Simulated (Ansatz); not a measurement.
The input, for Ansatz 0.2.0:

```yaml
crystal:
  periodic: [false, false, false]
  atoms:
    - {symbol: N, position_ang: [-1.768977, -0.012635, -0.019666]}
    - {symbol: H, position_ang: [-2.066257, 0.955198, -0.019665]}
    - {symbol: H, position_ang: [-2.066256, -0.414934, 0.860594]}
    - {symbol: H, position_ang: [-0.598977, -0.012635, -0.019666]}
    - {symbol: Si, position_ang: [1.052023, -0.012634, -0.019666]}
basis:
  gaussian: {orbitals: 6-31G}
magnetization: {spin_polarized: false, initial_magnetization: 2}
correlation: {method: sc_nevpt2, electrons: outside_noble_gas, active_space: {window: {electrons: 4, orbitals: 3}, states: [{multiplicity: 3, weights: [0.5, 1, 1]}]}}
scf: {lower_state_search: light}
output: {forces: true}
```

```sh
$ ansatz run in.yaml --threads 1 --pin off --events-out ev --progress --plain --max-ram 2393MiB
```

Output:

```
614 factors; integrals over basis functions are off by at most 5.7e-8 eV
mean field evaluation 1: about -9383.4623 eV, gradient 2.8e1 eV
mean field evaluation 2: about -9383.4622 eV, gradient 2.8e1 eV
mean field evaluation 4: about -9385.6577 eV, gradient 2.0e0 eV
mean field evaluation 8: about -9385.6915 eV, gradient 5.9e-2 eV
mean field evaluation 16: about -9385.7733 eV, gradient 1.4e0 eV
mean field evaluation 32: about -9385.6216 eV, gradient 3.4e-1 eV
mean field evaluation 64: about -9386.0777 eV, gradient 9.5e-1 eV
mean field -9386.12302643 eV, -344.9336590788 hartree, gradient 7.6e-6 eV, S^2 2.000000; 11 other end points of the search recorded, 0 dependent functions left out
reference -9386.12302643 eV, -344.9336590788 hartree; 13, 11 occupied and 15, 17 virtual orbitals, 614 factors
state -9384.05836379 eV, -344.8577841262 hartree
state -9381.77700510 eV, -344.7739457406 hartree
state -9381.12497804 eV, -344.7499841882 hartree
state -9384.05836379 eV, -344.8577841262 hartree; corrected -9389.92538372 eV, -345.0733931317 hartree
state -9381.77700510 eV, -344.7739457406 hartree; corrected -9385.90917494 eV, -344.9258001813 hartree
state -9381.12497804 eV, -344.7499841882 hartree; corrected -9385.02957879 eV, -344.8934756188 hartree
the calculation of the forces begins
Total energy: -9386.36057823 eV, -344.9423889464 hartree
Atom 0 at    -1.768977    -0.012635    -0.019666 Å, force    -2.046536     1.161811     1.808372 eV/Å
Atom 1 at    -2.066257     0.955198    -0.019665 Å, force    -0.839076     0.715989    -1.092749 eV/Å
Atom 2 at    -2.066256    -0.414934     0.860594 Å, force    -0.839075    -1.291488     0.196980 eV/Å
Atom 3 at    -0.598977    -0.012635    -0.019666 Å, force     0.539551    -0.610768    -0.950667 eV/Å
Atom 4 at     1.052023    -0.012634    -0.019666 Å, force     3.185137     0.024456     0.038064 eV/Å
Dipole moment:    -1.297183     0.162007     0.252167 e Å
```

Natural occupations, averaged over the states: 1.4000 1.4000 1.2000.

The total printed last is the weighted mean of the 3 states, 3.565 eV above the lowest of them, and is no single state's energy. Before any correction even the lowest state lies above the reference determinant, by 2.06 eV, so the averaged orbitals or the space serve it badly.

Forces (eV/Å):
```
N   -2.047  1.162  1.808
H   -0.839  0.716 -1.093
H   -0.839 -1.291  0.197
H    0.540 -0.611 -0.951
Si   3.185  0.024  0.038
```

Ran on 1 thread of Arm Neoverse V1, shared host: 2 s wall, 0.2 GiB peak host memory.
